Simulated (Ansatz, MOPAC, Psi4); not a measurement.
Species: SO, charge 0, multiplicity 3. SMILES: O=S
Geometry from a B3LYP-D3(BJ)/def2-TZVP (Ansatz, a quantum-chemistry and plane-wave program) optimisation:
```xyz
2

O      0.0000     0.0000    -0.9933
S      0.0000     0.0000     0.4966
```
Charge 0, spin multiplicity 3.

Wanted: vertical ionisation energy to the doublet, in eV. Conventions: open shells spin-unrestricted; PM7 with its own dispersion and hydrogen-bond terms; spin-orbit terms left out; non-relativistic; 6-311+G** with 5d, 6d on Na to Ar in Ansatz; six Cartesian d functions in 6-31G* and its kin unless marked 5d; each state is the SCF solution reached for its charge and spin. First-principles rows: single points at B3LYP-D3(BJ) geometries (Ansatz). Semi-empirical rows: differences of heats of formation at the shared geometry for vertical values.

```tsv
level	program	vertical ionisation energy to the doublet (eV)
AM1	MOPAC	10.22
PM3	MOPAC	10.36
PM7	MOPAC	9.05
MNDO	MOPAC	10.44
PBE/6-31G*	Ansatz	10.27
B3LYP/STO-3G	Ansatz	7.66
B3LYP/3-21G	Ansatz	10.52
B3LYP/6-31G*	Ansatz	10.53
B3LYP/6-311+G**	Ansatz	10.72
wB97X-D/6-31G*	Psi4	10.58
PBE0/def2-TZVPD	Ansatz	10.74
```

No value to compare with is used here. The 10 habitual levels span 7.66 (B3LYP/STO-3G) to 10.72 eV (B3LYP/6-311+G**); PBE0/def2-TZVPD gives 10.74.

The levels are drawn from those run, B3LYP/6-31G* more often than the rest, none by its result; runs whose electronic state is in doubt are left out.
